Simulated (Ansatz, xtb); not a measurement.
C2H3Cl3: which of these isomers lies lowest?

2 of its isomers, all singlets with charge 0: A = 1,1,2-trichloroethane `ClCC(Cl)Cl`; B = 1,1,1-trichloroethane `CC(Cl)(Cl)Cl`.

Shapes, held fixed at every level: PBE0-D4/def2-TZVP. Flexible molecules stand in one conformer, not always the lowest. Programs: Ansatz 0.2.0, xtb 6.7.1.

A:

```xyz
8

Cl   -1.6757   -1.0475    0.8743
C    -0.7602    0.1999    0.0115
C     0.6945   -0.1837   -0.1215
Cl    1.5097   -0.2297    1.4428
Cl    1.4725    0.9879   -1.2056
H    -1.1942    0.3003   -0.9821
H    -0.8578    1.1386    0.5542
H     0.8113   -1.1657   -0.5735
```

B:

```xyz
8

C    -0.2035   -0.4053    0.7149
C     0.1588    0.3164   -0.5579
Cl   -0.2332    2.0416   -0.4127
Cl   -0.7475   -0.3654   -1.9237
Cl    1.8963    0.1475   -0.8804
H    -1.2715   -0.2944    0.9016
H     0.0417   -1.4623    0.6132
H     0.3588    0.0220    1.5450
```

Enthalpies at 298 K in kJ/mol, with harmonic thermal terms from PBE0-D4/def2-TZVP. Measured gas-phase heats of formation: A CRC Handbook of Chemistry and Physics; B CRC Handbook of Chemistry and Physics.

| level | kind | B − A |
| --- | --- | --- |
| GFN0-xTB | semi-empirical | -22.9 |
| SPW92/def2-TZVPP | LDA | -1.6 |
| PBE0-D4/def2-TZVPP | global hybrid | +6.3 |
| wB97M-V/def2-TZVPP | range-separated hybrid | +4.7 |
| B2PLYP/def2-TZVPP | double hybrid | +6.8 |
| CCSD(T)/def2-SVP | coupled cluster or CI | -0.3 |
| CCSD(T)/def2-TZVPP | coupled cluster or CI | +6.4 |
| CCSD/def2-TZVPP | coupled cluster or CI | +9.4 |
| CCSD(T)/CBS estimate | coupled cluster or CI | +4.6 |
| measured | experiment | +6.9 |

Experiment puts A lowest of these. GFN0-xTB, SPW92/def2-TZVPP (by under 2 kJ/mol), CCSD(T)/def2-SVP (by under 2 kJ/mol) put B lowest. Absolute errors: B2PLYP/def2-TZVPP 0.1; CCSD(T)/def2-TZVPP 0.5; PBE0-D4/def2-TZVPP 0.6; wB97M-V/def2-TZVPP 2.2; CCSD(T)/CBS estimate 2.3; CCSD/def2-TZVPP 2.5; CCSD(T)/def2-SVP 7.2; SPW92/def2-TZVPP 8.5; GFN0-xTB 29.8 kJ/mol. The CBS estimate extrapolates MP2 from def2-TZVPP and def2-QZVPP and adds CCSD(T) − MP2 in the triple-zeta set, cores frozen. Gaps this small can turn on the conformers taken.
